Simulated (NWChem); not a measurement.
**C4H10S (SMILES CCSCC): levels of theory compared**

Wanted: a comparison of 4 runs (HF/def2-SVP, HF/6-311G**, BP86/STO-3G, PBE0/def2-SVP) of C4H10S. 

The calculation is run with NWChem 7.3.0.

**1. The molecule**

C4H10S has 15 atoms, charge 0, and is taken as a singlet. As SMILES, `CCSCC`. The coordinates come from a PBE0-D4/def2-TZVP relaxation. This is one conformer, not always the lowest.

Bond lengths: C1–C2 1.515 Å, C2–S3 1.806 Å, S3–C4 1.806 Å, C4–C5 1.515 Å, C1–H6 1.092 Å, C1–H7 1.094 Å, C1–H8 1.092 Å, C2–H9 1.093 Å, C2–H10 1.093 Å, C4–H11 1.093 Å, C4–H12 1.093 Å, C5–H13 1.092 Å, C5–H14 1.092 Å, C5–H15 1.094 Å. Some angles: C1–C2–S3 114.8°, C2–S3–C4 102.2°, S3–C4–C5 114.8°, C1–C2–H9 110.6°, C1–C2–H10 111.2°, S3–C2–H9 103.6°, S3–C2–H10 109.5°, C2–C1–H6 110.9°, C2–C1–H7 110.4°, C2–C1–H8 111.6°.

**2. Energy and gradient at HF/def2-SVP (run 1)**

The input, mol.nw:

```
start mol
memory 2200 mb

geometry noautosym nocenter noautoz
 C     -1.973500     0.077200    -0.225200
 C     -0.909300    -0.781100    -0.878900
 S      0.234800    -1.576900     0.269900
 C      1.046600    -0.160100     1.041900
 C      1.852100     0.706000     0.094600
 H     -2.543000    -0.499300     0.506200
 H     -2.666800     0.464900    -0.977100
 H     -1.537200     0.936200     0.289400
 H     -1.365700    -1.620400    -1.409900
 H     -0.344200    -0.212900    -1.622000
 H      0.307100     0.431800     1.587200
 H      1.697200    -0.614700     1.793500
 H      2.597900     0.111800    -0.436800
 H      1.214400     1.189000    -0.649100
 H      2.367900     1.497700     0.645600
end

basis spherical bse
 * library def2-SVP
end

scf
 thresh 1e-08
 maxiter 80
 print low
end

task scf gradient
```

Started as:

```sh
$ nwchem mol.nw > mol.out
```

Standard output:

```text
[...]
  functions       =   124
[...]
  wavefunction    = RHF
[...]
         Total SCF energy =   -554.582744777272
      One-electron energy =  -1237.872187263510
      Two-electron energy =    442.926219449491
 Nuclear repulsion energy =    240.363223036747
        Time for solution =     23.0s
[...]
                         RHF ENERGY GRADIENTS
    atom               coordinates                        gradient
                 x          y          z           x          y          z
   1 C      -3.729374   0.145887  -0.425566    0.003573  -0.002869  -0.001079
   2 C      -1.718328  -1.476065  -1.660880    0.000654   0.001930   0.006675
   3 S       0.443708  -2.979909   0.510037   -0.000871   0.005629  -0.000979
   4 C       1.977787  -0.302545   1.968906   -0.000836  -0.000563  -0.006971
   5 C       3.499962   1.334147   0.178768   -0.002677  -0.003307   0.002142
   6 H      -4.805573  -0.943540   0.956579   -0.000166  -0.000527   0.000592
   7 H      -5.039521   0.878534  -1.846451   -0.000364   0.000442  -0.000642
   8 H      -2.904887   1.769161   0.546887    0.001141   0.000675   0.000644
   9 H      -2.580799  -3.062112  -2.664325    0.000025  -0.001860  -0.000230
  10 H      -0.650444  -0.402323  -3.065136    0.001878   0.001113  -0.000859
  11 H       0.580335   0.815984   2.999373   -0.002203   0.000774   0.000567
[...]
```

Wall time 28 s (1 thread of Intel Xeon 6975P-C (Granite Rapids), shared host); peak memory 0.099 GiB.

**3. Energy and gradient at HF/6-311G(d,p) (run 2)**

The input, c4h10s.nw:

```
start c4h10s
memory 2200 mb
geometry units angstroms noautosym nocenter noautoz
   C       -1.973500       0.077200      -0.225200
   C       -0.909300      -0.781100      -0.878900
   S        0.234800      -1.576900       0.269900
   C        1.046600      -0.160100       1.041900
   C        1.852100       0.706000       0.094600
   H       -2.543000      -0.499300       0.506200
   H       -2.666800       0.464900      -0.977100
   H       -1.537200       0.936200       0.289400
   H       -1.365700      -1.620400      -1.409900
   H       -0.344200      -0.212900      -1.622000
   H        0.307100       0.431800       1.587200
   H        1.697200      -0.614700       1.793500
   H        2.597900       0.111800      -0.436800
   H        1.214400       1.189000      -0.649100
   H        2.367900       1.497700       0.645600
end
basis spherical bse
   * library 6-311G**
end
scf
   singlet
   rhf
   thresh 1e-08
   maxiter 80
   print medium
end
task scf gradient
```

Started as:

```sh
$ nwchem c4h10s.nw > c4h10s.out
```

Standard output:

```text
[...]
  functions       =   158
[...]
  wavefunction    = RHF
[...]
         Total SCF energy =   -554.868144481655
      One-electron energy =  -1238.246592212582
      Two-electron energy =    443.015224694181
 Nuclear repulsion energy =    240.363223036747
        Time for solution =     49.8s
[...]
                         RHF ENERGY GRADIENTS
    atom               coordinates                        gradient
                 x          y          z           x          y          z
   1 C      -3.729374   0.145887  -0.425566    0.006959  -0.005748  -0.003922
   2 C      -1.718328  -1.476065  -1.660880   -0.000420   0.004318   0.012681
   3 S       0.443708  -2.979909   0.510037   -0.000627   0.004002  -0.000702
   4 C       1.977787  -0.302545   1.968906   -0.000198  -0.000049  -0.013467
   5 C       3.499962   1.334147   0.178768   -0.005234  -0.005947   0.005925
   6 H      -4.805573  -0.943540   0.956579   -0.002097  -0.002748   0.003388
   7 H      -5.039521   0.878534  -1.846451   -0.002934   0.001934  -0.003119
   8 H      -2.904887   1.769161   0.546887    0.002650   0.003780   0.002540
   9 H      -2.580799  -3.062112  -2.664325   -0.001502  -0.005241  -0.002476
  10 H      -0.650444  -0.402323  -3.065136    0.003866   0.003375  -0.004321
  11 H       0.580335   0.815984   2.999373   -0.004919   0.003367   0.003200
[...]
```

Wall time 63 s (1 thread of Intel Xeon 6975P-C (Granite Rapids), shared host); peak memory 0.1 GiB.

**4. Energy and gradient at BP86/STO-3G (run 3)**

The input, run.py:

```python
from ase import Atoms
from ase.calculators.nwchem import NWChem

mol = Atoms(['C', 'C', 'S', 'C', 'C', 'H', 'H', 'H', 'H', 'H', 'H', 'H', 'H', 'H', 'H'], positions=[
    [-1.973500, 0.077200, -0.225200],
    [-0.909300, -0.781100, -0.878900],
    [0.234800, -1.576900, 0.269900],
    [1.046600, -0.160100, 1.041900],
    [1.852100, 0.706000, 0.094600],
    [-2.543000, -0.499300, 0.506200],
    [-2.666800, 0.464900, -0.977100],
    [-1.537200, 0.936200, 0.289400],
    [-1.365700, -1.620400, -1.409900],
    [-0.344200, -0.212900, -1.622000],
    [0.307100, 0.431800, 1.587200],
    [1.697200, -0.614700, 1.793500],
    [2.597900, 0.111800, -0.436800],
    [1.214400, 1.189000, -0.649100],
    [2.367900, 1.497700, 0.645600],
])

calc = NWChem(
    label='a',
    theory='dft',
    memory='2200 mb',
    basis='STO-3G',
    basispar='spherical bse',
    dft={'xc': 'becke88 perdew86', 'mult': '1', 'grid': 'xfine', 'convergence': 'energy 1e-08', 'iterations': '100', 'mulliken': None, 'print': 'low'},
)
mol.calc = calc

forces = mol.get_forces()
print(f"energy = {mol.get_potential_energy():.6f} eV")
print("forces (eV/A):")
for s, f in zip(mol.symbols, forces):
    print(f"{s:2s} {f[0]:10.5f} {f[1]:10.5f} {f[2]:10.5f}")
```

Started as:

```sh
$ export ASE_NWCHEM_COMMAND="nwchem PREFIX.nwi > PREFIX.nwo"
$ python run.py
```

Standard output:

```text
energy = -14976.313504 eV
forces (eV/A):
C    -0.63517    0.53741    0.14552
C     0.72433   -0.37327   -0.18245
S     0.24292   -1.60735    0.27501
C    -0.59665   -0.48707    0.33255
C     0.46326    0.62159   -0.34340
H    -0.36268   -0.30684    0.39369
H    -0.42403    0.20209   -0.36242
H     0.24832    0.45046    0.27598
H    -0.42392   -0.41256   -0.37620
H     0.18502    0.53278   -0.55598
H    -0.35384    0.60611    0.36006
H     0.50270   -0.12804    0.46712
H     0.45303   -0.30051   -0.28966
H    -0.35240    0.24585   -0.39569
H     0.32915    0.41935    0.25588
```

The calculator wrote a.nwi:

```
title "a"

permanent_dir a

scratch_dir a

start a

geometry units angstrom nocenter noautosym noautoz
  C  -1.9735000000000000e+00 7.7200000000000005e-02 -2.2520000000000001e-01
  C  -9.0930000000000000e-01 -7.8110000000000002e-01 -8.7890000000000001e-01
  S  2.3480000000000001e-01 -1.5769000000000000e+00 2.6989999999999997e-01
  C  1.0466000000000000e+00 -1.6009999999999999e-01 1.0419000000000000e+00
  C  1.8521000000000001e+00 7.0599999999999996e-01 9.4600000000000004e-02
  H  -2.5430000000000001e+00 -4.9930000000000002e-01 5.0619999999999998e-01
  H  -2.6667999999999998e+00 4.6489999999999998e-01 -9.7709999999999997e-01
  H  -1.5371999999999999e+00 9.3620000000000003e-01 2.8939999999999999e-01
  H  -1.3656999999999999e+00 -1.6204000000000001e+00 -1.4098999999999999e+00
  H  -3.4420000000000001e-01 -2.1290000000000001e-01 -1.6220000000000001e+00
  H  3.0709999999999998e-01 4.3180000000000002e-01 1.5871999999999999e+00
  H  1.6972000000000000e+00 -6.1470000000000002e-01 1.7935000000000001e+00
  H  2.5979000000000001e+00 1.1180000000000000e-01 -4.3680000000000002e-01
  H  1.2143999999999999e+00 1.1890000000000001e+00 -6.4910000000000001e-01
  H  2.3679000000000001e+00 1.4977000000000000e+00 6.4559999999999995e-01
end

memory 2200 mb

basis spherical bse noprint
   * library STO-3G
end

dft
  xc becke88 perdew86
  mult 1
  grid xfine
  convergence energy 1e-08
  iterations 100
  mulliken
  print low
end

task dft gradient
```

a.nwo:

```text
Northwest Computational Chemistry Package (NWChem) 7.3.0
             --------------------------------------------------------

           Job information
           ---------------

    nwchem branch   = 7.3.0
    use scalapack   = T
    input           = a.nwi
    prefix          = a.
    data base       = a/a.db
    status          = startup
    nproc           =        1

           Memory information
           ------------------

    heap     =     72089596 doubles =      550.0 Mbytes
    stack    =     72089601 doubles =      550.0 Mbytes
    global   =    144179200 doubles =     1100.0 Mbytes (distinct from heap & stack)
    total    =    288358397 doubles =     2200.0 Mbytes
    verify   = yes
    hardfail = no

[... 37 lines left out ...]
            Nuclear Dipole moment (a.u.)
[... 90 lines left out ...]
   convergence    iter        energy       DeltaE   RMS-Dens  Diis-err    time
[... 7 lines left out ...]
         Total DFT energy =     -550.369374450790
      One electron energy =    -1234.662163529615
           Coulomb energy =      495.242850640787
    Exchange-Corr. energy =      -51.313284598708
 Nuclear repulsion energy =      240.363223036746
[... 21 lines left out ...]
    Atom       Charge   Shell Charges
 -----------   ------   -------------------------------------------------------
    1 C    6     6.14   1.98  1.02  3.13
    2 C    6     6.15   1.98  1.08  3.09
    3 S   16    15.85   2.00  2.00  5.92  1.82  4.12
[... 11 lines of this table left out ...]
   15 H    1     0.95   0.95

                         DFT ENERGY GRADIENTS

    atom               coordinates                        gradient
                 x          y          z           x          y          z
   1 C      -3.729374   0.145887  -0.425566    0.012352  -0.010451  -0.002830
   2 C      -1.718328  -1.476065  -1.660880   -0.014086   0.007259   0.003548
   3 S       0.443708  -2.979909   0.510037   -0.004724   0.031258  -0.005348
[... 11 lines of this table left out ...]
  15 H       4.474682   2.830243   1.220007   -0.006401  -0.008155  -0.004976

 Task  times  cpu:       22.5s     wall:       22.5s
 Total times  cpu:       22.5s     wall:       22.5s
```

It took 24 s on 1 thread of Intel Xeon 6975P-C (Granite Rapids), shared host; peak memory 0.16 GiB.

**5. Energy and forces at PBE0/def2-SVP (run 4)**

The input, geom.nw:

```
start geom
memory 2200 mb

geometry noautosym nocenter noautoz
  C     -1.973500     0.077200    -0.225200
  C     -0.909300    -0.781100    -0.878900
  S      0.234800    -1.576900     0.269900
  C      1.046600    -0.160100     1.041900
  C      1.852100     0.706000     0.094600
  H     -2.543000    -0.499300     0.506200
  H     -2.666800     0.464900    -0.977100
  H     -1.537200     0.936200     0.289400
  H     -1.365700    -1.620400    -1.409900
  H     -0.344200    -0.212900    -1.622000
  H      0.307100     0.431800     1.587200
  H      1.697200    -0.614700     1.793500
  H      2.597900     0.111800    -0.436800
  H      1.214400     1.189000    -0.649100
  H      2.367900     1.497700     0.645600
end

basis spherical bse
  C library def2-SVP
  S library def2-SVP
  H library def2-SVP
end

dft
  xc pbe0
  grid fine
  convergence energy 1e-08
  maxiter 100
  mulliken
end

task dft gradient
```

Started as:

```sh
$ nwchem geom.nw > geom.out
```

Standard output:

```text
[...]
          Wavefunction type:  closed shell.
          No. of atoms     :    15
          No. of electrons :    50
[...]
          Charge           :     0
          Spin multiplicity:     1
[...]
          AO basis - number of functions:   124
[...]
              XC Information
              --------------
                         PBE0 Method XC Functional
                     Hartree-Fock (Exact) Exchange  0.250
          PerdewBurkeErnzerhof Exchange Functional  0.750
            Perdew 1991 LDA Correlation Functional  1.000 local
           PerdewBurkeErnz. Correlation Functional  1.000 non-local
[...]
 d= 0,ls=0.0,diis     1   -556.0238731156 -7.96D+02  4.88D-03  3.22D-01     4.7
[...]
 d= 0,ls=0.0,diis     8   -556.0623425232 -8.39D-10  7.03D-07  9.12D-09    28.2
         Total DFT energy =     -556.062342523168
      One electron energy =    -1238.543379906658
           Coulomb energy =      492.914510541384
    Exchange-Corr. energy =      -50.796696194641
 Nuclear repulsion energy =      240.363223036747
[...]
  wavefunction    = closed shell
                         DFT ENERGY GRADIENTS
    atom               coordinates                        gradient
                 x          y          z           x          y          z
   1 C      -3.729374   0.145887  -0.425566   -0.002759   0.002589   0.002921
   2 C      -1.718328  -1.476065  -1.660880    0.002264  -0.002180  -0.004696
   3 S       0.443708  -2.979909   0.510037   -0.000905   0.005873  -0.001019
   4 C       1.977787  -0.302545   1.968906   -0.001760  -0.001051   0.005184
   5 C       3.499962   1.334147   0.178768    0.002019   0.002134  -0.003716
   6 H      -4.805573  -0.943540   0.956579    0.003067   0.002980  -0.003943
   7 H      -5.039521   0.878534  -1.846451    0.003695  -0.002137   0.003507
   8 H      -2.904887   1.769161   0.546887   -0.001958  -0.004638  -0.002743
   9 H      -2.580799  -3.062112  -2.664325    0.002110   0.004313   0.003070
  10 H      -0.650444  -0.402323  -3.065136   -0.002893  -0.003024   0.004688
  11 H       0.580335   0.815984   2.999373    0.003819  -0.003392  -0.003564
[...]
```

It took 35 s on 1 thread of Intel Xeon 6975P-C (Granite Rapids), shared host; peak memory 0.13 GiB.

**6. The series**

```
run          level  iteration cap  module  energy (Eh)  largest force (eV/Å)  wall time
  1    HF/def2-SVP             80     scf  -554.582745                 0.362       28 s
  2    HF/6-311G**             80     scf  -554.868144                 0.693       63 s
  3    BP86/STO-3G            100     dft  -550.369374                 1.649       24 s
  4  PBE0/def2-SVP            100     dft  -556.062343                 0.323       35 s
```

**7. Results**

| quantity | value |
| --- | --- |
| run 4: total energy | -556.06234 Eh |
| run 4: dipole moment | 1.64 D |
| run 4: HOMO energy | -6.10 eV |
| run 4: LUMO energy | 1.56 eV |
| run 4: HOMO–LUMO gap | 7.66 eV |
| run 4: largest force on an atom | 0.323 eV/Å |

In words: Totals of different functionals can't be ranked against each other. In run 3 the basis is minimal, so the values are rough. All runs together took 2.5 min, the longest 63 s.
